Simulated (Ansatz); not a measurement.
Geometry optimisation, Ansatz 0.2.0, RKS CAM-B3LYP/cc-pVDZ.

input.yaml

```yaml
crystal:
  periodic: [false, false, false]
  atoms:
    - { symbol: C, position_ang: [-0.6855, -1.2976, 0.8286] }
    - { symbol: C, position_ang: [0.05, -0.4365, 0.1058] }
    - { symbol: C, position_ang: [1.2699, 0.1747, 0.6709] }
    - { symbol: "N", position_ang: [-0.1358, -0.1734, -1.2187] }
    - { symbol: C, position_ang: [0.43503, -1.04509, -2.02221] }
    - { symbol: Cl, position_ang: [0.34846, -0.82002, -3.70935] }
    - { symbol: H, position_ang: [-0.4936, -1.4924, 1.8559] }
    - { symbol: H, position_ang: [-1.5648, -1.7013, 0.3567] }
    - { symbol: H, position_ang: [1.2347, 1.2826, 0.7301] }
    - { symbol: H, position_ang: [2.1772, -0.1134, 0.1122] }
    - { symbol: H, position_ang: [1.469, -0.1534, 1.7361] }
    - { symbol: H, position_ang: [0.91643, -1.99765, -1.63871] }
basis:
  gaussian: { orbitals: cc-pVDZ }
hamiltonian:
  xc: cam_b3lyp
relax:
  f_tol: 0.015
  max_steps: 40
```

Launched with:

```bash
$ ansatz run input.yaml --threads 2 --pin off --max-ram 3072MiB --backend cpu --events-out ev --progress --plain --runs-dir out
```

Where does it end, and by what steps?

It converged. After 13 steps the energy has fallen by 0.468 eV; H12 moved furthest, 0.57 Å.

| step | energy less start (eV) | largest force component (eV/Å) | accepted |
| --- | --- | --- | --- |
| 0 | 0.0000 | 3.946 | yes |
| 1 | -0.2565 | 1.973 | yes |
| 2 | -0.3761 | 1.317 | yes |
| 3 | -0.4407 | 0.878 | yes |
| 4 | -0.4378 | 0.614 | no |
| 5 | -0.4621 | 0.359 | yes |
| 6 | -0.4652 | 0.224 | yes |
| 7 | -0.4658 | 0.352 | yes |
| 8 | -0.4679 | 0.066 | yes |
| 9 | -0.4679 | 0.063 | yes |
| 10 | -0.4673 | 0.123 | no |
| 11 | -0.4682 | 0.021 | yes |
| 12 | -0.4682 | 0.038 | no |
| 13 | -0.4683 | 0.010 | yes |

```xyz
12
Properties=species:S:1:pos:R:3
C -0.587 -1.327 0.719
C 0.280 -0.495 0.134
C 1.347 0.271 0.857
N 0.213 -0.186 -1.246
C 0.273 -1.126 -2.071
Cl 0.133 -0.836 -3.785
H -0.551 -1.496 1.795
H -1.379 -1.813 0.148
H 1.207 1.350 0.697
H 2.343 0.015 0.462
H 1.329 0.059 1.933
H 0.413 -2.190 -1.835
```

Whether the end is a true minimum wasn't checked by a vibrational analysis.

Time of the run: 64 s on 2 threads of Arm Neoverse V1, with other jobs on the host, peak memory 0.34 GiB.
